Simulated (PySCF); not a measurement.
## H₂S⁻, doublet: molecular constants

All numbers come from UPBE0 in PySCF with S def2-TZVPD, H def2-TZVPD; no relativity; density-fitted integrals.

The structure is a higher-order saddle point with 2 imaginary modes (one degenerate set).

Z-matrix (Å, degrees; charge -1 multiplicity 2):
```
S
H  1 1.5059
H  1 1.5059 2 180.00
```

```json
{
  "Point group": "D∞h",
  "Bond lengths": "S–H 1.506 Å (×2)",
  "Bond angles": "H–S–H 180.0°",
  "Rotational constants": "3.688 cm⁻¹",
  "Principal quadrupole moments (Buckingham, traceless) about the centre of mass": "-0.41, 0.20, 0.20 D Å",
  "Principal polarisabilities": "53.0, 53.0, 92.6 bohr³",
  "Dipole moment about the centre of mass": "0.00 D",
  "Lowest empty level (β)": "3.67 eV",
  "Highest occupied level (α)": "0.21 eV",
  "Zero-point energy (real modes)": "13.5 kJ/mol",
  "Spin squared ⟨S²⟩": "0.764"
}
```

Harmonic modes (masses in u: S 31.972, H 1.008):
```csv
symmetry,ω (cm⁻¹),"IR (km/mol, summed over degenerate members)"
πu,859i,–
σu+,409,1883
σg+,1847,0.0
```

In D∞h the vibrations span πu + σu+ + σg+. The σg+ mode carries no infrared intensity, as symmetry demands. With a centre of inversion only u modes can be infrared active and only g modes Raman active.

Charges (e); Mulliken and Löwdin values are unreliable with diffuse functions:
```tsv
atom	Mulliken	Löwdin	polar tensor	spin (Mulliken)	Mayer order to S1
S1	-1.08	-0.30	-0.39	0.14	–
H2,3	0.04	-0.35	-0.30	0.43	0.96
```

Mulliken populations on S1: s 5.98, p 10.89, d 0.20, f 0.01.

The highest occupied level lies above zero, a sign of self-interaction error or too small a basis; response properties are unreliable. This need not be the most stable arrangement of these atoms. The lowest empty level of this anion is unbound, so it and the gap depend on the basis.

The final relaxation and frequency run took 8.5 s on 2 threads of a shared Arm Neoverse V2 host, with 64 basis functions and 6 gradients; the process peaked at 0.66 GiB. Launch command: `OMP_NUM_THREADS=2 python axn.py task.json out`.
